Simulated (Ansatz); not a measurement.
Reaction (isomerisation): `C/C=C(\F)SC` → `C=CC(C)(F)S`

Isolated molecules relaxed with PBE0-D4/def2-TZVP in Ansatz; ΔE leaves out vibrations. CCSD(T)/CBS is the MP2 limit (def2-TZVPP, def2-QZVPP) plus CCSD(T) − MP2 in def2-TZVPP, frozen cores. DFT in def2-TZVPP. B3LYP here is the variant with VWN-RPA as its local correlation; programs differ in this. One conformer a species, not always the lowest.

```tsv
level	ΔE (kJ/mol)
B3LYP-D4	-0.7
r2SCAN	1.7
HF/def2-TZVPP	-8.9
MP2/def2-TZVPP	-9.5
SCS-MP2/def2-TZVPP	-9.7
CCSD(T)/def2-TZVPP	-12.0
MP2/def2-QZVPP	-8.7
SCS-MP2/def2-QZVPP	-8.8
```

Question: What does CCSD(T)/CBS give? (An estimate is asked.)

Answer: Ansatz gave: -10.9 kJ/mol. The listed levels differ from it by 10.2, 12.6, 2.0, 1.4, 1.2, -1.1, 2.2, 2.1 kJ/mol.

Largest T1 diagnostic among the species: 0.012.

From PBE to PBE0 (25 % exact exchange), in def2-TZVPP and without D4, ΔE moves by −5.0 kJ/mol. The D4 term adds −4.9 kJ/mol with B3LYP and −2.6 kJ/mol with PBE0; it sums over pairs of atoms, weighted by their polarisabilities, and B3LYP, whose exchange is more repulsive, gets the larger term.
